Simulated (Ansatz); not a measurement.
Cost and result for the atomization energy of CH₂ (`[CH2]`) (triplet) (3 atoms, 2 bonds).

Total charge 0; spin multiplicity 3. The structure was optimised at the PBE0-D4/def2-TZVP level. Program: Ansatz. All runs use 2 threads of an AMD EPYC 7R13 on a shared host. Times are those of one run each, without the atoms' runs, and a repeat can differ threefold. Electronic energies, without spin–orbit coupling; frozen cores. CCSD(T)/CBS extrapolates def2-TZVPP and def2-QZVPP, and its time is that of the two runs behind it. T1 = 0.011; ⟨S²⟩ of the reference is 2.02. B3LYP takes the VWN-RPA correlation (the form of Gaussian; ORCA's B3LYP/G). HSE06 is the plane-wave form, built on full-range PBE exchange.

CCSD(T)/CBS is a level of theory with its own doubt, some kJ/mol a heavy atom from the limit and from the frozen cores, so smaller differences don't rank the functionals.

```csv
level,functions,wall time
LDA (SPW92)/def2-TZVPP,59,0.4 s
BHLYP-D4/def2-TZVPP,59,0.41 s
revPBE-D4/def2-TZVPP,59,0.46 s
CCSD(T)/def2-SVP,24,0.46 s
PBE-D4/def2-TZVPP (with forces),59,0.5 s
HSE06-D4/def2-TZVPP,59,0.55 s
B2PLYP/def2-TZVPP,59,0.61 s
B3LYP-D4/def2-TZVPP (with forces),59,0.66 s
PBE-QIDH/def2-TZVPP,59,0.66 s
ωB97X-V/def2-TZVPP,59,0.96 s
CCSD(T)/def2-TZVPP,59,1 s
CCSD(T)/def2-QZVPP,117,5.5 s
CCSD(T)/CBS(def2),–,6.5 s
```

Task: What atomization energy does each give, and how far from CCSD(T)/CBS? (Estimate.)

Result: Computed: 
| level | atomization (kJ/mol) | difference from CCSD(T)/CBS | per bond |
| --- | --- | --- | --- |
| LDA (SPW92)/def2-TZVPP | 889.4 | 93.3 | 46.6 |
| BHLYP-D4/def2-TZVPP | 791.7 | -4.4 | -2.2 |
| revPBE-D4/def2-TZVPP | 802.4 | 6.3 | 3.1 |
| CCSD(T)/def2-SVP | 770.8 | -25.3 | -12.6 |
| PBE-D4/def2-TZVPP (with forces) | 815.0 | 18.9 | 9.5 |
| HSE06-D4/def2-TZVPP | 811.6 | 15.5 | 7.7 |
| B2PLYP/def2-TZVPP | 794.8 | -1.3 | -0.7 |
| B3LYP-D4/def2-TZVPP (with forces) | 805.4 | 9.3 | 4.6 |
| PBE-QIDH/def2-TZVPP | 802.7 | 6.6 | 3.3 |
| ωB97X-V/def2-TZVPP | 788.4 | -7.7 | -3.9 |
| CCSD(T)/def2-TZVPP | 782.0 | -14.1 | -7.1 |
| CCSD(T)/def2-QZVPP | 790.3 | -5.8 | -2.9 |
| CCSD(T)/CBS(def2) | 796.1 | 0.0 | 0.0 |

From r2SCAN to r2SCAN0 (25 % exact exchange), in def2-TZVPP and without D4, the atomization energy moves by −5.3 kJ/mol: exact exchange takes away binding that semilocal exchange gives to molecules. In def2-TZVPP, CCSD(T) changes the Hartree–Fock value by +134.3 kJ/mol (the triples alone add +3.5 kJ/mol) and MP2 by +134.0 kJ/mol; breaking electron pairs costs correlation energy, which Hartree–Fock lacks. Leaving LDA and LC-ωPBE aside and taking each functional with its dispersion term where it has one, the values, not all of them listed here, spread over 34.9 kJ/mol, from ωB97X-V to r2SCAN-D4. LDA lies +75.2 kJ/mol from PBE without D4, its usual overbinding.
